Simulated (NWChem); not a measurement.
Program: NWChem. System: P$_{2}$, charge 1, spin multiplicity 2, at the geometry of a parent with another charge or spin, in a state set for the comparison that need not be this species' ground state. Its SCF solution wasn't tested for a lower state. Level: UHF/aug-pcseg-1.

Job file:

```
start mol
memory heap 200 mb stack 900 mb global 1100 mb
charge 1
geometry units angstroms nocenter noautoz
  P      0.000000     0.000000     0.957695
  P      0.000000     0.000000    -0.957695
  symmetry group D2h
end
basis spherical
  * library aug-pcseg-1
end
scf
  uhf
  nopen 1
  maxiter 100
  thresh 1e-7
  semidirect memsize 60000000 filesize 0
  # guess.movecs holds the orbitals of an unrestricted PBE0 run
  vectors input guess.movecs output mol.movecs
end
task scf energy
```

Part of the output:

```
             Northwest Computational Chemistry Package (NWChem) 7.3.0
             --------------------------------------------------------

                                NWChem Input Module
                                -------------------

 Scaling coordinates for geometry "geometry" by  1.889725989
 (inverse scale =  0.529177249)

 Turning off AUTOSYM since
 SYMMETRY directive was detected!

                             Geometry "geometry" -> ""
                             -------------------------

 Output coordinates in angstroms (scale by  1.889725989 to convert to a.u.)

  No.       Tag          Charge          X              Y              Z
 ---- ---------------- ---------- -------------- -------------- --------------
    1 P                   15.0000     0.00000000     0.00000000     0.95769500
    2 P                   15.0000     0.00000000     0.00000000    -0.95769500

 Effective nuclear repulsion energy (a.u.)      62.1622129305

            Nuclear Dipole moment (a.u.)
            ----------------------------
        X                 Y               Z
 ---------------- ---------------- ----------------
     0.0000000000     0.0000000000     0.0000000000

      Symmetry information
      --------------------

 Group name             D2h
 Group number             26
 Group order               8
 No. of unique centers     1

      Symmetry unique atoms

     1


 Summary of "ao basis" -> "" (spherical)
 ------------------------------------------------------------------------------
       Tag                 Description            Shells   Functions and Types
 ---------------- ------------------------------  ------  ---------------------
 *                        aug-pcseg-1                 on all atoms

 Summary of "ao basis" -> "ao basis" (spherical)
 ------------------------------------------------------------------------------
       Tag                 Description            Shells   Functions and Types
 ---------------- ------------------------------  ------  ---------------------
 P                        aug-pcseg-1               11       27   5s4p2d
[...]
              MO Center= -4.5D-18, -1.3D-18, -6.3D-16, r^2= 3.6D+00
   Bfn.  Coefficient  Atom+Function         Bfn.  Coefficient  Atom+Function
  ----- ------------  ---------------      ----- ------------  ---------------
    10      0.518400  1 P  py                37     -0.518400  2 P  py
    13      0.483844  1 P  py                40     -0.483844  2 P  py
     7     -0.180231  1 P  py                34      0.180231  2 P  py

 Vector   17  Occ=0.000000D+00  E=-1.728822D-01  Symmetry=b2g
              MO Center=  1.2D-18,  4.9D-17, -1.7D-16, r^2= 4.2D+00
   Bfn.  Coefficient  Atom+Function         Bfn.  Coefficient  Atom+Function
  ----- ------------  ---------------      ----- ------------  ---------------
    12      0.518251  1 P  px                39     -0.518251  2 P  px
     9      0.454865  1 P  px                36     -0.454865  2 P  px
     6     -0.164198  1 P  px                15      0.164418  1 P  px
    33      0.164198  2 P  px                42     -0.164418  2 P  px

 center of mass
 --------------
 x =   0.00000000 y =   0.00000000 z =   0.00000000

 moments of inertia (a.u.)
 ------------------
         202.897191779097           0.000000000000           0.000000000000
           0.000000000000         202.897191779097           0.000000000000
           0.000000000000           0.000000000000           0.000000000000

  Mulliken analysis of the total density
  --------------------------------------

    Atom       Charge   Shell Charges
 -----------   ------   -------------------------------------------------------
    1 P   15    14.50   2.00  2.00  1.27  0.72  0.00  5.99  2.06  0.35 -0.02  0.09  0.04
    2 P   15    14.50   2.00  2.00  1.27  0.72  0.00  5.99  2.06  0.35 -0.02  0.09  0.04

  Mulliken analysis of the alpha density
  --------------------------------------

    Atom       Charge   Shell Charges
 -----------   ------   -------------------------------------------------------
    1 P   15     7.50   1.00  1.00  0.63  0.38  0.01  3.00  1.20  0.22 -0.01  0.05  0.03
    2 P   15     7.50   1.00  1.00  0.63  0.38  0.01  3.00  1.20  0.22 -0.01  0.05  0.03

   Mulliken analysis of the beta density
   -------------------------------------

    Atom       Charge   Shell Charges
 -----------   ------   -------------------------------------------------------
    1 P   15     7.00   1.00  1.00  0.64  0.34 -0.00  3.00  0.86  0.13 -0.01  0.03  0.01
    2 P   15     7.00   1.00  1.00  0.64  0.34 -0.00  3.00  0.86  0.13 -0.01  0.03  0.01

   Mulliken analysis of the spin density
   -------------------------------------

    Atom       Charge   Shell Charges
 -----------   ------   -------------------------------------------------------
    1 P   15     0.50  -0.00  0.00 -0.00  0.04  0.01  0.00  0.34  0.09 -0.01  0.02  0.02
    2 P   15     0.50  -0.00  0.00 -0.00  0.04  0.01  0.00  0.34  0.09 -0.01  0.02  0.02

       Multipole analysis of the density wrt the origin
       ------------------------------------------------

     L   x y z        total         alpha         beta         nuclear
     -   - - -        -----         -----         ----         -------
     0   0 0 0      1.000000    -15.000000    -14.000000     30.000000

     1   1 0 0      0.000000      0.000000      0.000000      0.000000
     1   0 1 0      0.000000      0.000000     -0.000000      0.000000
     1   0 0 1     -0.000000     -0.000000      0.000000      0.000000

     2   2 0 0    -14.850238     -9.328035     -5.522204      0.000000
     2   1 1 0     -0.000000      0.000000     -0.000000      0.000000
     2   1 0 1      0.000000      0.000000      0.000000      0.000000
     2   0 2 0    -17.301535     -9.194632     -8.106902      0.000000
     2   0 1 1     -0.000000     -0.000000     -0.000000      0.000000
     2   0 0 2    -12.581871    -56.450553    -54.390551     98.259232

 Task  times  cpu:        0.2s     wall:        0.2s

 Total times  cpu:        0.2s     wall:        0.2s
```
